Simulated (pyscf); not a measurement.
One four-centre exchange on the singlet surface with elements of a group swapped. ωB97M-D3(BJ)/def2-TZVP, eV, from the separated reactants. PySCF, gas phase, ωB97X-D3(BJ)/def2-SVP geometries.

```tsv
step	barrier	reaction energy	imaginary mode (i cm⁻¹)
CH₄ + H₃C–Ga(F)–Cl → H₃C–Ga(CH₃)–Cl + HF	___	___	1091
CH₄ + H₃C–Al(F)–Cl → H₃C–Al(CH₃)–Cl + HF	1.76	+2.01	644
CH₄ + H₃C–Al(Cl)–Cl → H₃C–Al(CH₃)–Cl + HCl	1.85	+1.75	736
```

### Question
Complete the blanks.

### Answer

- CH₄ + H₃C–Ga(F)–Cl → H₃C–Ga(CH₃)–Cl + HF, barrier: 1.47
- CH₄ + H₃C–Ga(F)–Cl → H₃C–Ga(CH₃)–Cl + HF, reaction energy: +1.14

Row 1: On the reactant side the descent ends in a complex, 0.17 eV under the separated species and 1.60 eV under the saddle at ωB97X-D3(BJ)/def2-TZVP. On the product side the descent ends in an adduct with a F–Ga contact (not fully relaxed), 0.48 eV under the separated species and 0.78 eV under the saddle at ωB97X-D3(BJ)/def2-TZVP. Row 2: On the reactant side the descent ends in a complex (not fully relaxed), 0.20 eV under the separated species and 1.90 eV under the saddle at ωB97X-D3(BJ)/def2-TZVP. On the product side the descent ends in an adduct with a Al–F contact, 0.44 eV under the separated species and 0.17 eV under the saddle at ωB97X-D3(BJ)/def2-TZVP. Row 3: On the reactant side the descent ends in a complex, 0.18 eV under the separated species and 1.98 eV under the saddle at ωB97X-D3(BJ)/def2-TZVP. On the product side the descent ends in an adduct with a Al–Cl contact, 0.43 eV under the separated species and 0.42 eV under the saddle at ωB97X-D3(BJ)/def2-TZVP. Each row is the saddle that its search found. Elements up to Kr have no core potential and no relativistic terms here.
